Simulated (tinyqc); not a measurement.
A ladder of methods, and size consistency: correlation methods against full CI in the sto-3g basis, for HF, spin multiplicity 1. Computed by the program tinyqc with PySCF. 

Geometry (angstrom):

| atom | x | y | z |
|---|---|---|---|
| F | 0.0000 | 0.0000 | 0.0000 |
| H | 0.0000 | 0.0000 | 0.9650 |

RHF energy of one = -98.572732 hartree

All electrons correlated; +Q is the Davidson correction (1 - c0^2) E_corr. The last columns treat two copies 100 angstrom apart as one system. FCI is the lowest singlet.

Correlation energies (hartree):

| method | E_corr of one | share of FCI (%) | E_corr of two at 100 angstrom | two minus twice one (mhartree) |
|---|---|---|---|---|
| MP2 | -0.01953 | 65.755 | -0.03906 | 0.000 |
| CISD | -0.02970 | 100.000 | -0.05833 | 1.077 |
| CISD+Q | -0.03026 | 101.883 | -0.06040 | 0.120 |
| CCSD | -0.02970 | 100.000 | -0.05940 | 0.000 |
| CCSD(T) | -0.02970 | 100.000 | -0.05940 | 0.000 |
| FCI | -0.02970 | 100.000 | - | - |

MP2 recovers 66 %, CISD 100.0 % and CCSD 100.0 % of the FCI value (c0^2 = 0.981 in CISD). MP2 and coupled cluster are size consistent, so their last column vanishes; CISD loses 1.08 mhartree, since a double excitation on each copy is a quadruple of the pair, and the Davidson correction leaves +0.12. With two electrons, or one virtual orbital, CISD and CCSD are exact for one copy, so +Q overshoots there.
